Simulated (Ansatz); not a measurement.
# AlS+ (quintet): from Hartree-Fock to the top rungs, def2-TZVPP

One table from this session's results is given with a row withheld; the runs are named, their logs left out.

Computed with Ansatz 0.2.0, Gaussian basis. Level: def2-TZVPP, core rule «outside noble gas», up to 10 orbitals frozen.

The runs, in order: UHF; ROHF; CCSD(T) on UHF.

## What is computed

The geometry is a PBE0/def2-TZVP stationary point (not a proven minimum) of the parent state, kept for this charge and spin.

2 atoms, charge 1, spin multiplicity 5.

Atoms are counted from 1 here; the program's logs count them from 0.

Bond lengths: Al1–S2 2.241 Å.

The first run:

Contents of in.yaml:

```yaml
crystal:
  periodic: [false, false, false]
  atoms:
    - {symbol: Al, position_ang: [0.000000, 0.000000, 0.000000]}
    - {symbol: S, position_ang: [0.000000, 0.000000, 2.240800]}
basis:
  gaussian: {orbitals: def2-TZVPP}
total_charge: 1
magnetization: {spin_polarized: true, initial_magnetization: 4}
hamiltonian: {xc: hf}
output: {orbitals: {seedname: orbitals}}
```

Launch:

```console
> ansatz run in.yaml --threads 1 --pin off --events-out ev --progress --plain --max-ram 2816MiB --backend cpu
```

Among the steps run: UHF; ROHF; CCSD(T) on UHF.

One table of the session follows, with a row left open; its other results are not shown here.

| method | from UCCSD(T) (kJ/mol) |
| --- | --- |
| ROHF | +446.1 |
| UHF | +428.2 |
| UMP2 | +89.1 |
| UCCSD | ? |
| UCCSD(T) | 0 |

**Question.** Estimate the row for UCCSD.

As computed: from UCCSD(T) (kJ/mol): +16.2. In the column «from UCCSD(T) (kJ/mol)» it lies between UCCSD(T) (0) and UMP2 (+89.1).
